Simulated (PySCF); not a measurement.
Consider isoprene, `C=CC(=C)C` (C5H8). Atom numbers as in the mapped SMILES `[CH2:1]=[CH:2][C:3](=[CH2:4])[CH3:5]`.

Level of theory: ωB97X-D3(BJ)/ma-def2-TZVP single points in PySCF, grid level 2; every species was optimised with PBE0-D3(BJ)/ma-def2-SVP. Zero-point and thermal terms (298.15 K, 1 bar) come from unscaled PBE0-D3(BJ)/ma-def2-SVP harmonic frequencies, with soft modes damped to free rotors in the entropy.

**Question.** Rank these of its positions by gas-phase deprotonation enthalpy, most acidic first.
A. C5 (allylic carbon)
B. C2 (alkene carbon)
C. C4 (alkene carbon)

**Answer.** A (1643 kJ/mol), B (1672 kJ/mol), C (1687 kJ/mol).

**Question.** For C4 (alkene carbon), what are ΔE (electronic) and ΔG(298 K) of the loss of the proton?

**Answer.** ΔE = 1721 and ΔG = 1655 kJ/mol, beside ΔH = 1687 kJ/mol. The product is `[CH-]=C(C)C=C`.

**Question.** Of those listed, which site of deprotonation is favoured in water (IEF-PCM), and by how much?

**Answer.** C5 (allylic carbon), by 23 kJ/mol over C2 (alkene carbon); the gas phase favours the same one.

Caveats: one E/Z form of each vinyl-type anion was tried, and another may lie lower; C1 is not listed: the run failed or kept an imaginary mode, or the ion rearranged or equalled another.
